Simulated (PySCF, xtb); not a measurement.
H₆Si₂, SMILES [SiH3][SiH3].

Harmonic wavenumbers (cm⁻¹) from xtb with GFN2-xTB at its own minimum, in rising order: 33, 389, 390, 478, 494, 494, 748, 821, 821, 823, 823, 830, 2221, 2221, 2227, 2238, 2238, 2243.

What does B3LYP-D3(BJ)/def2-TZVP in PySCF give at its own minimum? (The exact figures need the calculation; the answer reports its results.)

135, 369, 369, 425, 633, 633, 854, 926, 944, 944, 959, 959, 2209, 2217, 2218, 2218, 2227, 2227. Paired by order, the mean absolute difference is 70 cm⁻¹ and the zero-point energies are 29.3 and 30.7 kcal/mol.
